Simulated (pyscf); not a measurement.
# Four-centre exchange: H₂N–W(F)(F)(F)(F)–F (SMILES [NH2][W]([F])([F])([F])([F])[F]) + HCl (SMILES Cl) -> H₂N–W(F)(F)(F)(F)–Cl (SMILES [NH2][W]([F])([F])([F])([F])[Cl]) + HF (SMILES F)

Gas phase, singlet surface, charge 0. Bonds broken: W2–F3, Cl10–H11. Bonds formed: W2–Cl10, F3–H11. Single points on ωB97X-D3(BJ)/def2-SVP structures (PySCF, gas phase).

Transition state (Å):

```xyz
11

N      0.1928     0.9084     1.5354
W      0.1675    -0.1346    -0.0473
F     -1.3933    -1.1219     1.2613
F      0.6015     1.4149    -0.9549
F     -0.0204    -1.8451    -0.7216
F      1.9638    -0.4185    -0.3609
F     -1.4326     0.2375    -0.8923
H      0.0899     0.5431     2.4828
H      0.4339     1.9021     1.5001
Cl     0.8920    -1.9460     2.2146
H     -0.6564    -1.6791     1.8426
```

One imaginary mode, 323i cm⁻¹; descent along it reached the two sides named.

```csv
bond,change,reactant side (Å),saddle,product side
W2–F3,breaks,1.870,2.263,2.6
Cl10–H11,breaks,1.288,1.615,2.197
W2–Cl10,forms,4.5,3.0,2.417
F3–H11,forms,2.050,1.092,0.938
```

Electronic energies relative to the separated reactants (kcal/mol):

```
level                   barrier  reaction energy  reverse barrier
----------------------  -------  ---------------  ---------------
ωB97X-D3(BJ)/def2-TZVP     24.6             +5.1             19.5
PBE/def2-TZVP              21.4             +7.4             14.0
r²SCAN/def2-TZVP           21.5             +8.0             13.5
B3LYP-D3(BJ)/def2-TZVP     23.8             +7.2             16.7
PBE0-D3(BJ)/def2-TZVP      22.8             +6.0             16.8
M06-2X/def2-TZVP           22.6             +6.6             16.0
ωB97M-D3(BJ)/def2-TZVP     26.2             +8.9             17.2
HF/def2-TZVP               44.3            +10.7             33.6
```

With ωB97M-D3(BJ)/def2-TZVP energies and thermal terms (ideal gas, 1 atm, RRHO with modes under 100 cm⁻¹ raised to 100, one conformer, R ln 2 for chiral ones without a mode under 150 cm⁻¹), in kcal/mol:

```csv
T (K),ΔH‡,ΔG‡,ΔH,ΔG
298,27.2,39.0,+10.1,+10.8
600,26.6,51.2,+10.2,+11.4
900,26.6,63.6,+10.3,+11.9
1200,26.9,75.8,+10.2,+12.4
```

One saddle was located; it need not be the lowest between these sides. Elements past Kr carry the def2 core potentials, without spin-orbit coupling.
